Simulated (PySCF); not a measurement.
**One shape, several levels: HNO3 (nitric acid)**

We compute a comparison of 6 runs (HF/STO-3G, B3LYP/6-31G*, BHLYP/def2-SVPD, SVWN5/def2-SVPD, revPBE/def2-SVPD, SCS-MP2/def2-SVPD) of HNO3 (nitric acid). Input form: a Python script.

The results are computed with PySCF 2.14.0.

2 further runs of the same task are left out: 2 set aside as unsound or not needed.

## Step 1: The molecule

HNO3 has 5 atoms, charge 0, and is taken as a singlet. SMILES: `O=[N+]([O-])O`. The shape is that of a GFN2-xTB optimisation. This is one conformer, not always the lowest.

Bond lengths: O1–N2 1.175 Å, N2–O3 1.185 Å, N2–O4 1.391 Å, O4–H5 0.973 Å. Angles: O1–N2–O3 130.4°, O1–N2–O4 114.4°, O3–N2–O4 115.3°, N2–O4–H5 111.0°.

## Step 2: The energy at HF/STO-3G (run 1)

The input, job.py:

```python
from pyscf import gto, scf

system = gto.Mole()
system.atom = '''
O      1.318740    -0.318760     0.748000
N      0.260500    -0.302640     0.238440
O     -0.568430    -1.146740     0.163380
O     -0.063720     0.904390    -0.372480
H     -0.947090     0.863740    -0.777330
'''
system.spin = 0
system.max_memory = 1860
system.basis = 'sto-3g'
system.verbose = 3
system.build()

mf = scf.RHF(system)
mf.conv_tol = 1e-10
mf.kernel()
if not mf.converged:
    mf = mf.newton().run(mf.mo_coeff, mf.mo_occ)

etot = mf.e_tot
print(f'total energy: {etot:.8f} hartree')
```

Launch:

```bash
$ OMP_NUM_THREADS=1 python job.py
```

The program printed:

```text
converged SCF energy = -275.631592798031
total energy: -275.63159280 hartree
```

It took 0.62 s on 1 thread of Arm Neoverse V1, shared host; peak memory 0.1 GiB.

## Step 3: A single-point energy at B3LYP/6-31G(d) (spherical functions) (run 2)

The input, run.py:

```python
# nitric acid
from pyscf import gto, dft

molecule = gto.M(
    atom='''
O      1.318740    -0.318760     0.748000
N      0.260500    -0.302640     0.238440
O     -0.568430    -1.146740     0.163380
O     -0.063720     0.904390    -0.372480
H     -0.947090     0.863740    -0.777330
''',
    basis='6-31g*',
    max_memory=1860,
    verbose=3,
)

calc0 = dft.RKS(molecule, xc='b3lyp')
calc0.grids.level = 5
calc0.conv_tol = 1e-10
calc0.kernel()
if not calc0.converged:
    calc0 = calc0.newton().run(calc0.mo_coeff, calc0.mo_occ)

e_tot = calc0.e_tot
print('Final energy', e_tot)
```

Launch:

```bash
$ OMP_NUM_THREADS=1 python run.py
```

The program printed:

```text
converged SCF energy = -280.86817095778
Final energy -280.8681709577805
```

It took 8.1 s on 1 thread of Arm Neoverse V1, shared host; peak memory 0.3 GiB.

Run 3 isn't shown in full; the table further down has it.

## Step 4: A single-point energy at SVWN5/def2-SVPD (run 4)

The input, calc.py:

```python
# nitric acid
from pyscf import gto, dft

system = gto.M(
    atom='''
O      2.492057    -0.602369     1.413515
N      0.492274    -0.571907     0.450586
O     -1.074177    -2.167025     0.308743
O     -0.120413     1.709049    -0.703885
H     -1.789741     1.632232    -1.468941
''',
    basis='def2-svpd',
    unit='bohr',
    spin=0,
    verbose=3,
    max_memory=1860,
)

mf = dft.RKS(system)
mf.xc = 'svwn'
mf.grids.level = 5
mf.conv_tol = 1e-10
mf.kernel()
if not mf.converged:
    mf = mf.newton().run(mf.mo_coeff, mf.mo_occ)

e_tot = mf.e_tot
print('Final energy', e_tot)
```

Launch:

```bash
$ OMP_NUM_THREADS=1 python calc.py
```

The program printed:

```text
converged SCF energy = -278.714067590723
Final energy -278.7140675907227
```

It took 9.6 s on 1 thread of Arm Neoverse V1, shared host; peak memory 0.32 GiB.

Run 5 isn't shown in full; the table further down has it.

## Step 5: The energy at SCS-MP2/def2-SVPD (run 6)

The input, input.py:

```python
from pyscf import gto, mp

mol = gto.M(
    atom='''
O        1.318740      -0.318760       0.748000
N        0.260500      -0.302640       0.238440
O       -0.568430      -1.146740       0.163380
O       -0.063720       0.904390      -0.372480
H       -0.947090       0.863740      -0.777330
''',
    basis='def2-svpd',
    max_memory=1860,
    verbose=4,
)

mf = mol.RHF()
mf.conv_tol = 1e-10
mf.kernel()
if not mf.converged:
    mf = mf.newton().run(mf.mo_coeff, mf.mo_occ)

pt = mp.MP2(mf, frozen=4).run()
energy = mf.e_tot + 1.2 * pt.e_corr_os + pt.e_corr_ss / 3
print('E(%s) = %.9f' % ('SCS-MP2', energy))
```

Launch:

```bash
$ OMP_NUM_THREADS=1 python input.py
```

The program printed:

```text
PySCF version 2.14.0

[... 65 lines left out ...]
converged SCF energy = -279.243419023424
[... 1 line left out ...]
******** <class 'pyscf.mp.mp2.RMP2'> ********
nocc = 12, nmo = 93
frozen orbitals 4
E(RMP2) = -280.010324057348  E_corr = -0.76690503392354
E(SCS-RMP2) = -279.978153304347  E_corr = -0.734734280923115
E_corr(same-spin) = -0.214098184367461
E_corr(oppo-spin) = -0.552806849556079
E(SCS-MP2) = -279.978153304
```

Run time: 2.4 s. Hardware: 1 thread of Arm Neoverse V1, shared host; peak memory 0.24 GiB.

## Step 6: The series

```
run                               level  integration grid  frozen core orbitals  energy (Eh)  dipole moment (D) of the reference  HOMO energy (eV)  LUMO energy (eV)  wall time
  1                           HF/STO-3G                 –                     –  -275.631593                                2.27             -9.14              6.07     0.62 s
  2  B3LYP/6-31G* (spherical functions)                 5                     –  -280.868171                                2.45             -8.79             -1.60      8.1 s
  3                     BHLYP/def2-SVPD                 5                     –  -280.532022                                2.57            -11.55             -0.93       16 s
  4                     SVWN5/def2-SVPD                 5                     –  -278.714068                                2.42             -7.96             -3.34      9.6 s
  5                    revPBE/def2-SVPD                 5                     –  -280.640895                                2.34             -7.68             -2.97       14 s
  6                   SCS-MP2/def2-SVPD                 –                     4  -279.978153                                2.76            -13.79              2.15      2.4 s
```

## Step 7: Outcome

| quantity | value |
| --- | --- |
| run 6: total energy | -279.97815 Eh |
| run 6: dipole moment (Hartree–Fock density) | 2.76 D |
| run 6: HOMO energy (Hartree–Fock orbitals) | -13.79 eV |
| run 6: LUMO energy (Hartree–Fock orbitals) | 2.15 eV |
| run 6: HOMO–LUMO gap (Hartree–Fock orbitals) | 15.94 eV |
| run 6: correlation energy (4 core orbitals frozen) | -734.7 mEh |

Over runs 1, 2, 3, 4, 5 the dipole moment (its size) runs from 2.27 D (HF/STO-3G) to 2.57 D (BHLYP/def2-SVPD). The two ends differ in method and basis. Over runs 1, 2, 3, 4, 5 the HOMO–LUMO gap runs from 4.61 eV (SVWN5/def2-SVPD) to 15.21 eV (HF/STO-3G). Totals of different functionals can't be ranked against each other. In run 1 the basis is minimal, so the values are rough. All runs together took 51 s, the longest 16 s.
